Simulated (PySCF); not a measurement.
BH₃, optimised at B3LYP/6-31G*:

```xyz
4

B      0.2139    -0.0881    -0.1487
H     -0.1151     0.5286    -1.1166
H     -0.1393    -1.2207    -0.0139
H      0.8961     0.4276     0.6844
```

Computed with PySCF (xtb for GFN2) and rigid-rotor harmonic-oscillator thermochemistry at 1 bar. 6-31G* has spherical d functions here. All species are closed-shell singlets. B3LYP is the form with VWN-RPA correlation.

List the harmonic frequencies (cm⁻¹, unscaled) at this level and at the other levels, each on its own geometry.


- B3LYP/6-31G*: 1162, 1215, 1215, 2593, 2728, 2728
- GFN2-xTB: 883, 1165, 1165, 2658, 2732, 2732
- HF/6-31G*: 1227, 1308, 1308, 2692, 2814, 2814
- PBE/def2-SVP: 1105, 1131, 1131, 2480, 2636, 2637
- PBE0/def2-TZVP: 1147, 1190, 1190, 2557, 2697, 2697
